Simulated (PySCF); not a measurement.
Predicted microwave data (CAM-B3LYP/def2-SVPD in PySCF (dipole) on a GFN2-xTB geometry, gas phase) for one isomer of C3H5P:

```
Rotational constants : A = 40165, B = 2717, C = 2545 MHz
Dipole components    : |μa| = 1.30 D, |μb| = 0.26 D, |μc| = 0.00 D
Inertial defect      : 0.00 u·Å²
κ                    : -0.99
```

Question: Which structure is it? (One computed conformer of each.)
A. `C#CPC`
B. `[H]/[P:4]=[CH:3]\[CH:2]=[CH2:1]` with C1–C2–C3–P4 180°

Answer: B. It is [H]/P=C\C=C, a near-prolate asymmetric top, point group Cs. The candidates at the same level (rigid rotor, commonest isotopes):

```
     SMILES  A (MHz)  B (MHz)  C (MHz)  μa (D)  μb (D)  μc (D)  Δ (u·Å²)  point group                        rotor
[H]/P=C\C=C    40165     2717     2545    1.30    0.26    0.00      0.00           Cs  near-prolate asymmetric top
      C#CPC    13918     3815     3123    0.36    0.99    0.49     -6.94            –               asymmetric top
```

`C#CPC` has A 65 % too low. In the right answer the mirror of this Cs structure is the ab plane, so μc vanishes by symmetry. No structure here is proved a minimum.
